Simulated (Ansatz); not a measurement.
**Rock-salt GdN**

The numbers are results of LDA in Ansatz (plane waves, PAW), not measurements.

Numerical settings: plane-wave cutoff 520 eV, 12×12×12 k mesh, Fermi–Dirac smearing 0.01 eV, spin-polarised with parallel moments, scalar-relativistic PAW data made under PBE.

Cell: relaxed at this level.

```yaml
equilibrium_volume_per_atom: 14.54 Å³/atom
bulk_modulus: 170 GPa
lattice_parameter_a: 4.881 Å
band_gap: none
magnetic moment (largest site, within a sphere): 6.83 μB
pressure derivative B′ of the bulk modulus: 4.1
```

Measured, for comparison: equilibrium volume per atom 15.38 Å³/atom (temperature not stated, not corrected to a static lattice; as tabulated in Natali et al. (2013), arXiv:1208.2410); bulk modulus 192 ± 35 GPa (temperature not stated, not corrected to a static lattice; as tabulated in Doll (2008), arXiv:0801.3152); lattice constant a 4.974 Å (temperature not stated, not corrected to a static lattice, our sources range from 4.974 to 4.990; as tabulated in Natali et al. (2013), arXiv:1208.2410). Computed (rounded) less measured: equilibrium volume per atom -5.5 %, bulk modulus -11 % (inside the measured uncertainty), lattice constant a -1.9 % (-1.9 % to -2.2 % over the range). A static lattice is as a rule a little smaller and stiffer than an uncorrected measurement, which narrows the difference in the lattice constant a and would widen misses of the other sign.

Note: the 4f shell is treated without U or exact exchange, so its levels and filling can be wrong.

Moments are spin moments.

Spin–orbit coupling is not included; it can open a gap where bands touch, and shift volumes and moduli.

Computed values are for the static lattice.

It cost roughly 90 core-seconds of CPU time.

Ansatz is a quantum-chemistry and plane-wave program.
